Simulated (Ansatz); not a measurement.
**BH6N: vertical and adiabatic energies of changing the electron count from a Python script**

A script is to give vertical and adiabatic energies of changing the electron count; the system is BH6N. SMILES: [BH3-][NH3+].

Program: Ansatz 0.2.0, driven from Python. Level of theory: CAM-B3LYP/def2-SVP. These are calculated values, not measurements.

### 1 The structure

Bond lengths: B1–N2 1.497 Å, B1–H3 1.171 Å, B1–H4 1.189 Å, B1–H5 1.202 Å, N2–H6 1.059 Å, N2–H7 1.072 Å, N2–H8 1.003 Å. Angles: B1–N2–H6 110.5°, B1–N2–H7 107.5°, B1–N2–H8 110.6°, H6–N2–H7 108.6°, H6–N2–H8 110.5°, H7–N2–H8 109.0°, N2–B1–H3 114.7°, N2–B1–H4 109.0°, N2–B1–H5 112.5°, H3–B1–H4 106.3°, H3–B1–H5 110.2°, H4–B1–H5 103.2°.

No structure file is read: the coordinates are typed or built in the script.

### 2 Script

adiabatic_bh6n.py

```python
"""How BH6N relaxes after losing an electron."""

import itertools

import ansatz as az
from ase import Atoms
from ase.data import atomic_numbers, covalent_radii
import numpy as np

atoms = Atoms(["B", "N", "H", "H", "H", "H", "H", "H"], positions=[
    (-0.1401, 0.1825, -0.6765),
    (0.1796, -0.2557, 0.7186),
    (-0.1272, -0.6744, -1.4746),
    (-1.2361, 0.6424, -0.697),
    (0.5477, 1.0986, -1.0395),
    (0.099, 0.5582, 1.3908),
    (1.1936, -0.6037, 0.7223),
    (-0.4243, -1.0051, 1.0001),
])
bh6n = az.Crystal.molecule_from_ase(atoms)

calculation = bh6n.calculation().basis(gaussian="def2-SVP").functional("cam_b3lyp")
symbols = [site.symbol for site in bh6n.cartesian_sites]
start = np.array([site.position_ang for site in bh6n.cartesian_sites], dtype=float)
summary = calculation.relax(force_tolerance=0.01).run(threads=1).report
end = np.array(summary["positions_ang"])

minimum = az.Crystal.molecule()
for symbol, place in zip(symbols, end):
    minimum = minimum.atom(symbol, place.tolist())
ion = (
    minimum.calculation()
    .basis(gaussian="def2-SVP")
    .functional("cam_b3lyp")
    .charge(1)  # electrons removed from the neutral system
    .spin("collinear", total=1)  # spin-polarised run
)
vertical = ion.run(threads=1).report
settled = ion.relax(force_tolerance=0.01, max_steps=80).run(threads=1).report
print(f"vertical ionisation energy   {vertical['free_energy_ev'] - summary['free_energy_ev']:.3f} eV")
print(f"adiabatic, no zero point     {settled['free_energy_ev'] - summary['free_energy_ev']:.3f} eV")
print(f"relaxation energy of the ion {vertical['free_energy_ev'] - settled['free_energy_ev']:.3f} eV")
ionised = np.array(settled["positions_ang"])
# pairs closer than 1.2 times the sum of covalent radii, before or after
radius = [covalent_radii[atomic_numbers[s]] for s in symbols]
span = lambda where, i, j: np.linalg.norm(where[i] - where[j])
bonded = [(i, j) for i, j in itertools.combinations(range(len(symbols)), 2) if min(span(end, i, j), span(ionised, i, j)) < 1.2 * (radius[i] + radius[j])]
print("pair        before    after (A)")
for i, j in bonded:
    print(f"{symbols[i]}{i}-{symbols[j]}{j}".ljust(10), f"{span(end, i, j):8.4f} {span(ionised, i, j):8.4f}")
```

### 3 The calls as engine input

The engine receives this input (first run):

```yaml
crystal:
  periodic: [false, false, false]
  atoms:
    - { symbol: B, position_ang: [-0.1401, 0.1825, -0.6765] }
    - { symbol: "N", position_ang: [0.1796, -0.2557, 0.7186] }
    - { symbol: H, position_ang: [-0.1272, -0.6744, -1.4746] }
    - { symbol: H, position_ang: [-1.2361, 0.6424, -0.697] }
    - { symbol: H, position_ang: [0.5477, 1.0986, -1.0395] }
    - { symbol: H, position_ang: [0.099, 0.5582, 1.3908] }
    - { symbol: H, position_ang: [1.1936, -0.6037, 0.7223] }
    - { symbol: H, position_ang: [-0.4243, -1.0051, 1.0001] }
basis:
  gaussian:
    orbitals: def2-SVP
hamiltonian:
  xc: cam_b3lyp
relax:
  f_tol: 0.01
```

### 4 Launch

Run with:

```sh
$ python adiabatic_bh6n.py
```

The program printed:

```text
vertical ionisation energy   10.471 eV
adiabatic, no zero point     9.093 eV
relaxation energy of the ion 1.378 eV
pair        before    after (A)
B0-N1        1.6420   1.5488
B0-H2        1.2215   1.2801
B0-H3        1.2215   1.2802
B0-H4        1.2215   1.1886
N1-H5        1.0212   1.0319
N1-H6        1.0212   1.0319
N1-H7        1.0212   1.0286
```

Wall time 65 s (1 thread of Arm Neoverse V1, shared host); peak memory 0.23 GiB.

### 5 Inputs of later runs

The engine's inputs for the other runs:

Run 2, against run 1:

```diff
@@ -4,8 +4,8 @@
-    - { symbol: B, position_ang: [-0.1401, 0.1825, -0.6765] }
-    - { symbol: "N", position_ang: [0.1796, -0.2557, 0.7186] }
-    - { symbol: H, position_ang: [-0.1272, -0.6744, -1.4746] }
-    - { symbol: H, position_ang: [-1.2361, 0.6424, -0.697] }
-    - { symbol: H, position_ang: [0.5477, 1.0986, -1.0395] }
-    - { symbol: H, position_ang: [0.099, 0.5582, 1.3908] }
-    - { symbol: H, position_ang: [1.1936, -0.6037, 0.7223] }
-    - { symbol: H, position_ang: [-0.4243, -1.0051, 1.0001] }
+    - { symbol: B, position_ang: [-0.1917419009919788, 0.25133598360506315, -0.777185439175081] }
+    - { symbol: "N", position_ang: [0.20677597682893148, -0.2554768212731072, 0.7329807969019098] }
+    - { symbol: H, position_ang: [-0.07903996395202824, -0.7356641064963094, -1.487963636745568] }
+    - { symbol: H, position_ang: [-1.3413161203208, 0.6546447847333666, -0.6883448754627991] }
+    - { symbol: H, position_ang: [0.6109333382589796, 1.1329143394757193, -1.0429055090994748] }
+    - { symbol: H, position_ang: [0.13977727175731045, 0.5103358414257564, 1.4052089490328405] }
+    - { symbol: H, position_ang: [1.1630319869719736, -0.612952371880097, 0.7581049398560676] }
+    - { symbol: H, position_ang: [-0.41622058855238786, -1.0023376495903917, 1.0443047746921055] }
@@ -17,2 +17,4 @@
-relax:
-  f_tol: 0.01
+magnetization:
+  spin_polarized: true
+  initial_magnetization: 1.0
+total_charge: 1.0
```

Run 3, against run 1:

```diff
@@ -4,8 +4,8 @@
-    - { symbol: B, position_ang: [-0.1401, 0.1825, -0.6765] }
-    - { symbol: "N", position_ang: [0.1796, -0.2557, 0.7186] }
-    - { symbol: H, position_ang: [-0.1272, -0.6744, -1.4746] }
-    - { symbol: H, position_ang: [-1.2361, 0.6424, -0.697] }
-    - { symbol: H, position_ang: [0.5477, 1.0986, -1.0395] }
-    - { symbol: H, position_ang: [0.099, 0.5582, 1.3908] }
-    - { symbol: H, position_ang: [1.1936, -0.6037, 0.7223] }
-    - { symbol: H, position_ang: [-0.4243, -1.0051, 1.0001] }
+    - { symbol: B, position_ang: [-0.1917419009919788, 0.25133598360506315, -0.777185439175081] }
+    - { symbol: "N", position_ang: [0.20677597682893148, -0.2554768212731072, 0.7329807969019098] }
+    - { symbol: H, position_ang: [-0.07903996395202824, -0.7356641064963094, -1.487963636745568] }
+    - { symbol: H, position_ang: [-1.3413161203208, 0.6546447847333666, -0.6883448754627991] }
+    - { symbol: H, position_ang: [0.6109333382589796, 1.1329143394757193, -1.0429055090994748] }
+    - { symbol: H, position_ang: [0.13977727175731045, 0.5103358414257564, 1.4052089490328405] }
+    - { symbol: H, position_ang: [1.1630319869719736, -0.612952371880097, 0.7581049398560676] }
+    - { symbol: H, position_ang: [-0.41622058855238786, -1.0023376495903917, 1.0443047746921055] }
@@ -16,0 +17,4 @@
+magnetization:
+  spin_polarized: true
+  initial_magnetization: 1.0
+total_charge: 1.0
@@ -18,0 +23 @@
+  max_steps: 80
```

### 6 The runs side by side

From the records of these 3 runs:

```
run   kind of run           system  unpaired or total moment  energy (eV)  <S²>  SCF cycles in all  CPU time (s)
  1    relaxation             BH6N                   not set   -2261.1938  0.00                 47           7.9
  2  single point  BH6N, charge +1                         1   -2250.7230  0.76                 57           8.2
  3    relaxation  BH6N, charge +1                         1   -2252.1008  0.75                194            48
```

Totals carry meaning only in balanced differences at one level of theory.

### 7 The relaxation of run 1, step by step

Relaxation path:

| step | energy from step 1 (eV) | largest force component (eV/Å) |
| --- | --- | --- |
| 1 | 0.0000 | 2.9524 |
| 2 | -0.3584 | 1.4495 |
| 3 | -0.4323 | 0.1099 |
| 4 | -0.4304 | 0.2595 |
| 5 | -0.4346 | 0.0089 |

Step 1 is the start. Step 4 was tried and not accepted.

Before: Bond lengths: B1–N2 1.497 Å, B1–H3 1.171 Å, B1–H4 1.189 Å, B1–H5 1.202 Å, N2–H6 1.059 Å, N2–H7 1.072 Å, N2–H8 1.003 Å. Angles: B1–N2–H6 110.5°, B1–N2–H7 107.5°, B1–N2–H8 110.6°, H6–N2–H7 108.6°, H6–N2–H8 110.5°, H7–N2–H8 109.0°, N2–B1–H3 114.7°, N2–B1–H4 109.0°, N2–B1–H5 112.5°, H3–B1–H4 106.3°, H3–B1–H5 110.2°, H4–B1–H5 103.2°.

After: Bond lengths: B1–N2 1.642 Å, B1–H3 1.222 Å, B1–H4 1.222 Å, B1–H5 1.222 Å, N2–H6 1.021 Å, N2–H7 1.021 Å, N2–H8 1.021 Å. Angles: B1–N2–H6 111.0°, B1–N2–H7 111.0°, B1–N2–H8 111.0°, H6–N2–H7 107.9°, H6–N2–H8 107.9°, H7–N2–H8 107.9°, N2–B1–H3 105.3°, N2–B1–H4 105.3°, N2–B1–H5 105.3°, H3–B1–H4 113.3°, H3–B1–H5 113.3°, H4–B1–H5 113.3°.

### 8 The relaxation of run 3, step by step

Relaxation path:

| step | E - E(step 1) (eV) | largest force component (eV/Å) |
| --- | --- | --- |
| 1 | 0.0000 | 4.7163 |
| 2 | -0.9037 | 1.3022 |
| 3 | -1.0922 | 0.6442 |
| 4 | -1.1210 | 0.2500 |
| 5 | -1.1275 | 0.0389 |
| 6 | -1.1274 | 0.0431 |
| 7 | -1.1277 | 0.0093 |
| 8 | -1.1277 | 0.0143 |
| 9 | -1.1278 | 0.0465 |
| 10 | -1.1287 | 0.1202 |
| 11 | -1.1338 | 0.3095 |
| 12 | -1.1579 | 0.7087 |
| 13 | -1.2028 | 0.9945 |
| 14 | -1.2938 | 0.6667 |
| 15 | -1.3501 | 0.5606 |
| 16 | -1.2077 | 1.0336 |
| 17 | -1.3766 | 0.2114 |
| 18 | -1.3777 | 0.0243 |
| 19 | -1.3778 | 0.0039 |

Step 1 is the start. Steps 6, 16 were tried and not accepted.

Before: Bond lengths: B1–N2 1.642 Å, B1–H3 1.222 Å, B1–H4 1.222 Å, B1–H5 1.222 Å, N2–H6 1.021 Å, N2–H7 1.021 Å, N2–H8 1.021 Å. Angles: B1–N2–H6 111.0°, B1–N2–H7 111.0°, B1–N2–H8 111.0°, H6–N2–H7 107.9°, H6–N2–H8 107.9°, H7–N2–H8 107.9°, N2–B1–H3 105.3°, N2–B1–H4 105.3°, N2–B1–H5 105.3°, H3–B1–H4 113.3°, H3–B1–H5 113.3°, H4–B1–H5 113.3°.

After: Bond lengths: B1–N2 1.549 Å, B1–H3 1.280 Å, B1–H4 1.280 Å, B1–H5 1.189 Å, N2–H6 1.032 Å, N2–H7 1.032 Å, N2–H8 1.029 Å. Angles: B1–N2–H6 110.3°, B1–N2–H7 110.4°, B1–N2–H8 115.6°, H6–N2–H7 105.5°, H6–N2–H8 107.3°, H7–N2–H8 107.3°, N2–B1–H3 114.1°, N2–B1–H4 114.1°, N2–B1–H5 118.6°, H3–B1–H4 56.2°, H3–B1–H5 119.4°, H4–B1–H5 119.4°.

### 9 Outcome

| quantity | value |
| --- | --- |
| vertical ionisation energy | 10.471 eV |
| adiabatic ionisation energy, no zero point | 9.093 eV |
| runs compared | 3 |

The ionisation energy is a difference of two total energies at the neutral geometry; letting the ion relax lowers it by 1.38 eV. The dearest, run 3, took some 6.1 times as long as run 1. Run 1: After 3 moves the largest shift is 0.132 Å, of atom 1 (B). Run 3: The relaxation took 16 moves; the largest shift is 0.488 Å, of atom 4 (H). The energies are electronic: no zero-point or thermal terms, and the basis set is short of its limit. The product may relax into another structure. The relaxation finds the nearest minimum, so the adiabatic value is an upper bound.
